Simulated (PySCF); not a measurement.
C6H10.
Structure used (PBE0-D3(BJ)/def2-TZVP), in Å, numbered top down from 1:
```
atom  x, y, z in Å
C1     0.584    2.358    0.989
C2     0.314    1.278    0.539
C3    -0.011   -0.037   -0.014
C4    -1.431   -0.424    0.409
C5     0.076    0.026   -1.542
C6     0.988   -1.068    0.519
H7     0.820    3.315    1.390
H8    -1.518   -0.455    1.496
H9    -1.679   -1.412    0.013
H10   -2.159    0.294    0.028
H11   -0.167   -0.952   -1.967
H12    1.082    0.302   -1.863
H13   -0.624    0.762   -1.942
H14    0.933   -1.136    1.607
H15    2.009   -0.799    0.245
H16    0.764   -2.052    0.099
```

Level: wB97X-D/pcSseg-2 in PySCF, non-relativistic, on one gas-phase PBE0-D3(BJ)/def2-TZVP geometry that isn't relaxed in the solvent. The solvent is an IEF-PCM continuum (van der Waals radii × 1.2). Only the electrostatic response of the medium enters.

Gas phase at wB97X-D/pcSseg-2: HOMO -9.54 eV, LUMO 2.17 eV, dipole 0.74 D.

Q: What does the continuum do to the energy, the frontier levels and the dipole at wB97X-D/pcSseg-2 in chloroform?

A: 
```tsv
solvent	ε	E(solvent) − E(gas) (kcal/mol)	polarisation term (kcal/mol)	distortion of the solute (kcal/mol)	HOMO (eV)	LUMO (eV)	dipole (D)
chloroform	4.711	-2.35	-2.54	0.19	-9.65	2.26	1.00
```

The first energy column is the sum of the next two and covers electrostatics alone.

Q: Give the dipole vector in the frame of the coordinates (D, pointing from negative to positive charge), gas and chloroform.

A: Gas (-0.17, -0.66, -0.28), solvent (-0.23, -0.90, -0.38). Its length changes by +36 % and its direction by less than 1°.

On an Arm Neoverse V1 with one thread, shared host, this took 1.9 min wall and 1.8 GiB of memory at its peak. This is the whole shielding run at wB97X-D/pcSseg-2 in chloroform, SCF included.

The pairwise dispersion term of wB97X-D wasn't added to the energies; at a given geometry it leaves orbitals and properties as they are.
